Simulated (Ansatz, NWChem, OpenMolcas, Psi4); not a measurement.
## A small benchmark: atomisation enthalpy at 298 K

10 molecules without hydrogen; the atomisation enthalpy at 298 K in kJ/mol, computed less measured. Shapes, held fixed at every level: PBE0-D4/def2-TZVP; CS at the measured bond length. Thermal terms are harmonic and unscaled (PBE0-D4/def2-TZVP, wB97M-V/def2-TZVPD); the spin-orbit lowering of the free atoms is taken from their spectra. Programs: Ansatz 0.2.0, NWChem 7.3.0, OpenMolcas 26.06, Psi4 1.11. A level may come from different programs for different species; with the same settings they agree closely. Measured values: Active Thermochemical Tables, NIST-JANAF tables.

Levels: A = TPSS/cc-pVTZ; B = CAM-B3LYP/cc-pVTZ; C = CCSD(T)/cc-pVTZ.

```csv
molecule,from tabulated heats,A,B,C
CS (carbon monosulfide),714,-16,-43,-41
ClF (chlorine monofluoride),256,+8,-14,-33
CO2 (carbon dioxide),1609,-4,-2,-61
CS2 (carbon disulfide),1154,+14,-45,-67
NClO (SMILES O=NCl),790,+43,-15,-63
OF2 (oxygen difluoride),383,+55,+6,-43
SiO2 (SMILES O=[Si]=O),1254,-61,-71,-106
C2N2 (bisisocyanide),1766,+26,+14,-98
NF3 (SMILES FN(F)F),843,+66,+27,-63
NO2F (nitryl fluoride),1159,+73,+26,-76
```

(1) Which level does best on this set, which worst, and which err to one side?

Answers

(1) 
```csv
level,kind,mean error,mean absolute error,worst case
TPSS/cc-pVTZ,meta-GGA,+20.4,36.6,NO2F
CAM-B3LYP/cc-pVTZ,range-separated hybrid,-11.7,26.3,SiO2
CCSD(T)/cc-pVTZ,coupled cluster or CI,-65.1,65.1,SiO2
```

On this set CAM-B3LYP/cc-pVTZ has the smallest mean absolute error and CCSD(T)/cc-pVTZ the largest. CCSD(T)/cc-pVTZ is too low in 10 of 10. The heats of NO2F (nitryl fluoride) come from older tables and can be uncertain by 10 kJ/mol or more. Heats of the atoms come from ATcT where it has them. The tabulated value of SiO2 is in doubt (older tables, estimates, or at odds with other calculations) and kept here. Over the 9 molecules whose values aren't doubted the mean absolute errors are A 33.9; B 21.3; C 60.6. Correlated wave functions converge slowly with the basis. T1 is large for CS (0.024), SiO2 (0.024), so single-reference values are less sure there. The set is small.
